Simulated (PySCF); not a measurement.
Simulated outer-valence photoelectron spectrum of `CC1=C(F)C1`. Method used: EOM-IP-CCSD/aug-cc-pVDZ in PySCF, restricted Hartree–Fock reference, 5 core orbitals frozen, non-relativistic, gas phase, PBE0-D3(BJ)/def2-SVP geometry.

Each root has a Gaussian of 0.3 eV full width with its one-hole share as area; cross sections and vibrations are left out, and the highest printed point is 100.

(ionisation energy (eV), intensity): (9.0, 6), (9.2, 54), (9.4, 45), (9.6, 3), (9.8, 0), (10.0, 0), (10.2, 0), (10.4, 0), (10.6, 0), (10.8, 5), (11.0, 51), (11.2, 47), (11.4, 4), (11.6, 1), (11.8, 31), (12.0, 63), (12.2, 11), (12.4, 0), (12.6, 0), (12.8, 0), (13.0, 0), (13.2, 0), (13.4, 0), (13.6, 0), (13.8, 0), (14.0, 1), (14.2, 25), (14.4, 65), (14.6, 15), (14.8, 10), (15.0, 85), (15.2, 100), (15.4, 16), (15.6, 1), (15.8, 28), (16.0, 63), (16.2, 12), (16.4, 1), (16.6, 30), (16.8, 62), (17.0, 11), (17.2, 0)

Problem. Where are the maxima, and how many lines lie under the curve?

Solution. 7 maxima, at 9.3, 11.1, 12.0, 14.4, 15.1, 16.0 and 16.8 eV, from 8 lines. At this width some lines have no maximum of their own.

Problem. List the lines with their holes.

Solution. 
| E (eV) | leading hole (HF orbital) | area | Koopmans (eV) |
| --- | --- | --- | --- |
| 9.28 | HOMO | 0.97 | 9.47 |
| 11.09 | HOMO-1 | 0.96 | 11.86 |
| 11.96 | HOMO-2 | 0.96 | 13.15 |
| 14.38 | HOMO-3 | 0.95 | 15.40 |
| 15.06 | HOMO-4 | 0.95 | 16.16 |
| 15.18 | HOMO-5 | 0.94 | 16.54 |
| 15.96 | HOMO-6 | 0.94 | 17.85 |
| 16.76 | HOMO-7 | 0.93 | 19.34 |

The widest gap, 2.42 eV, lies between 11.96 and 14.38 eV. Only orbitals with −ε under 21 eV, eight at most, were ionised, so the high end of the curve may lack lines.
